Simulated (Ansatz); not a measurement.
**H₂O ··· SiH₄O**

The pair of H₂O (SMILES O, atoms 1–3) and SiH₄O (SMILES [SiH3]O, atoms 4–9), both closed shells, in one local arrangement (a lower one may exist), relaxed at PBE0-D4/def2-TZVP:

O1  (-0.206, 0.064, -2.204)
H2  (0.421, -0.580, -2.542)
H3  (-1.079, -0.286, -2.397)
Si4  (0.150, -0.016, 1.542)
O5  (0.253, 1.109, 0.360)
H6  (1.138, -1.120, 1.360)
H7  (0.421, 0.671, 2.827)
H8  (-1.201, -0.649, 1.604)
H9  (0.103, 0.809, -0.550)
(Å)

Program: Ansatz 0.2.0. Basis: def2-TZVPPD, with def2-QZVPPD for the basis limit. Cores are frozen in the correlated methods. B3LYP uses VWN-RPA correlation. Extrapolation: Hartree–Fock as exp(−7.88 √X), correlation as X^−2.97. Interaction energies count from these two fragments, frozen as in the pair, with the counterpoise correction; negative means bound.

What is the interaction energy by CCSD(T) at an estimated basis limit (MP2 extrapolated from triple and quadruple zeta, plus CCSD(T) − MP2 in triple zeta)? (Judge from chemistry; the value comes from the calculation.)

By the calculation: -6.26 kcal/mol. Hartree–Fock alone gives -4.26 kcal/mol at the basis limit. It counts from the two fragments frozen as in the pair.

The same quantity by other methods in triple zeta, and each one's difference from that estimate:
| method | E_int (kcal/mol) | difference |
| --- | --- | --- |
| PBE-D4 | -6.74 | -0.48 |
| revPBE-D4 | -5.80 | 0.46 |
| BLYP-D4 | -6.15 | 0.11 |
| r2SCAN-D4 | -6.71 | -0.45 |
| B97M-V | -6.51 | -0.25 |
| PBE0-D4 | -6.69 | -0.43 |
| B3LYP-D4 | -6.46 | -0.20 |
| HSE06-D4 | -6.67 | -0.41 |
| wB97X-V | -6.25 | 0.01 |
| wB97M-V | -6.31 | -0.05 |
| B2PLYP | -5.71 | 0.55 |
| HF | -4.24 | 2.02 |
| MP2 | -5.83 | 0.43 |
| CCSD | -5.48 | 0.78 |
| CCSD(T) | -5.81 | 0.45 |
Differences are method less estimate.

Which atoms make the shortest contact between the fragments?

O1 and H9, 1.84 Å apart.

Energy to bend the free fragments (PBE0-D4 minima) into their shapes in the pair, CCSD(T)/def2-TZVPPD: H₂O 0.05 kcal/mol; SiH₄O 0.32 kcal/mol. This must be added to the interaction energy to get the binding energy from relaxed fragments.

Basis-set superposition shift (counterpoise-corrected less uncorrected): CCSD(T) 0.57; MP2 0.56; HF 0.04; PBE0-D4 0.05; wB97M-V 0.05 kcal/mol.

T1 diagnostic: at most 0.012.

For scale, one of the runs: CCSD(T)/def2-TZVPPD, 230 basis functions, launched by `ansatz run in.yaml --threads 4 --pin off --events-out ev --progress --plain --max-ram 9574MiB`. Time: 64 s of wall clock on 4 CPU threads of an Arm Neoverse V1; the host was shared. Peak host memory: 3.9 GiB.
